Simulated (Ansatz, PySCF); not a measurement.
Molecule: thioethanol, C2H6S (charge 0, singlet). SMILES: CCS
Coordinates optimised at B3LYP-D3(BJ)/def2-TZVP (Ansatz, a program for electronic structure):
```
C
H 1 1.0895
H 1 1.0895 2 108.66
C 1 1.5216 2 110.62 3 -121.62
H 4 1.0912 1 111.13 2 -59.55
H 4 1.0912 5 108.12 1 122.21
H 4 1.0914 5 108.11 6 116.82
S 1 1.8346 2 108.91 3 118.50
H 8 1.3430 1 97.16 2 -59.17
```


Quantity: enthalpy of formation at 298 K (from the atomisation energy, B3LYP-D3(BJ)/def2-TZVP harmonic zero-point and thermal terms from PySCF, and the atoms' enthalpies of formation in the G2/97 table; no spin-orbit terms, and no core term in the frozen-core levels), in kcal/mol. Cores are frozen in the correlated levels unless marked. Open shells are spin-unrestricted. Spin-orbit coupling is left out. No relativistic terms. The coupled-cluster limit lacks core correlation, which all-electron functionals hold. CBS marks a two-point X^-3 extrapolation of the correlation energy; Hartree-Fock from the larger set. [CCSD(T)-MP2]/basis is that difference in the basis named.

Measured: -11.1 kcal/mol (G2/97 table in ASE (Curtiss et al.)); it holds spin-orbit and relativistic effects, and any other conformers, which these rows lack, and core correlation, which the frozen-core levels lack. This is an older compilation, not checked against later work.

| level | program | enthalpy of formation at 298 K (kcal/mol) | error against measurement |
|---|---|---|---|
| HF/aug-cc-pV(D+d)Z | Ansatz | 191.1 | 202.2 |
| PBE-D4/def2-TZVPD | Ansatz + dftd4 | -21.5 | -10.4 |
| revPBE-D3(BJ)/def2-TZVPD | Ansatz + dftd3 | -4.8 | 6.3 |
| PBE0/def2-TZVP | Ansatz | -10.0 | 1.1 |
| LC-wPBE-D3(BJ)/def2-TZVPD | Ansatz + dftd3 | -8.4 | 2.7 |
| B2PLYP-D3(BJ)/def2-TZVPD | Ansatz + dftd3 | -2.0 | 9.1 |
| RI-MP2/CBS(aug-cc-pV(T+d)Z,aug-cc-pV(Q+d)Z) | Ansatz | -15.2 | -4.1 |
| CCSD(T)/6-31G | Ansatz | 108.6 | 119.7 |
| CCSD(T)/cc-pV(D+d)Z | Ansatz | 42.9 | 54.0 |
| RI-MP2/CBS(aug-cc-pV(T+d)Z,aug-cc-pV(Q+d)Z)+[CCSD(T)-MP2]/aug-cc-pV(T+d)Z | Ansatz | -11.6 | -0.5 |
